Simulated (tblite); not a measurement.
Compound: C2ClN2O (doublet state).
SMILES: `Clc1[c]nno1`

Method: GFN2-xTB as coded in tblite; computed harmonic values from a numerical Hessian at the method's own geometry, unscaled. This tight-binding method is rough: wavenumbers can miss measured ones by several per cent, in bad cases by 10 to 20. Open shells enter through the occupations alone, without spin polarisation, and single modes of such species can be off by tens of per cent.

Harmonic wavenumbers (cm⁻¹): 236.9, 276.9, 474.0, 591.3, 662.1, 777.5, 877.3, 960.4, 1138.0, 1267.1, 1380.8, 1421.0.

A = 11651, B = 2160, C = 1822 MHz; mass 102.970 u (most abundant isotopes); point group Cs, symmetry number 1; spin multiplicity 2.

Task: Zero-point energy?

Result: Half the sum of the wavenumbers: 5032 cm⁻¹ = 60.19 kJ/mol.

Task: Entropy at 400 K, 1 bar (ideal gas, RRHO, classical rotation)?

Result: Translation 172.76, rotation 113.93, vibration 36.29, spin (R ln 2) 5.76: S = 328.7 J/(mol K).

Task: And Cp and H(400 K) − H(0)?

Result: Cp = 85.10 J/(mol K), of which vibrations give 51.84 (their classical limit is 12 R = 99.8); H(400 K) − H(0) = 22.43 kJ/mol without the zero-point energy, 9.13 from vibrations.

Task: Which modes carry the vibrational entropy at 400 K?

Result: 236.9 cm⁻¹: 9.89; 276.9 cm⁻¹: 8.68; 474.0 cm⁻¹: 4.82; 591.3 cm⁻¹: 3.45; 662.1 cm⁻¹: 2.82; 777.5 cm⁻¹: 2.03 J/(mol K); the other 6 give 4.60 together.

Task: How do the functions run with temperature in this model?

Result: 
| T (K) | S (J/(mol K)) | Cp (J/(mol K)) | H − H(0) (kJ/mol) | G − H(0) (kJ/mol) | ln q(vib) |
| --- | --- | --- | --- | --- | --- |
| 150 | 266.0 | 47.4 | 5.67 | -34.23 | 0.20 |
| 250 | 294.0 | 63.5 | 11.21 | -62.29 | 0.67 |
| 298.15 | 305.8 | 71.0 | 14.45 | -76.73 | 0.95 |
| 600 | 367.2 | 103.9 | 41.51 | -178.79 | 3.04 |
| 900 | 412.3 | 117.6 | 75.03 | -296.03 | 5.14 |

q(vib) and H(0) count from the zero-point level.

Task: What must be added to the electronic energy to get the Gibbs energy at 400 K and 1 bar?

Result: ZPE + [H(400 K) − H(0)] − T·S = 60.19 + 22.43 − 131.50 = -48.88 kJ/mol.

Hindered rotation and anharmonicity are outside this model.
